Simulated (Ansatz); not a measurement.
Input file:

```yaml
crystal:
  periodic: [false, false, false]
  atoms:
    - {symbol: O, position_ang: [-1.010189, -0.029165, 0.000000]}
    - {symbol: H, position_ang: [-1.259499, 0.897410, 0.000000]}
    - {symbol: H, position_ang: [0.190811, -0.029165, 0.000000]}
    - {symbol: N, position_ang: [1.230811, -0.029165, 0.000000]}
basis:
  gaussian: {orbitals: cc-pVDZ}
magnetization: {spin_polarized: true, initial_magnetization: 3}
hamiltonian: {xc: {name: B3LYP}}
```

```sh
$ ansatz run in.yaml --threads 1 --pin off --events-out ev --progress --plain --max-ram 2393MiB
```

Log:

```
354 factors; integrals over basis functions are off by at most 1.4e-3 eV
mean field evaluation 1: about -3560.5422 eV, gradient 2.9e1 eV
mean field evaluation 2: about -3536.9152 eV, gradient 7.3e1 eV
mean field evaluation 4: about -3563.5356 eV, gradient 2.8e0 eV
mean field evaluation 8: about -3563.6669 eV, gradient 3.1e-1 eV
mean field evaluation 16: about -3563.6675 eV, gradient 1.1e-4 eV
mean field -3563.66752788 eV, -130.9623661091 hartree, gradient 2.1e-5 eV, S^2 3.758280; 1 other end points of the search recorded, 0 dependent functions left out
reference -3563.66764812 eV, -130.9623705279 hartree; 10, 7 occupied and 28, 31 virtual orbitals, 354 factors
Total energy: -3563.66764812 eV, -130.9623705279 hartree
```

Ran on 1 thread of Intel Xeon Platinum 8259CL, shared host: 1.7 s wall, 0.16 GiB peak host memory.
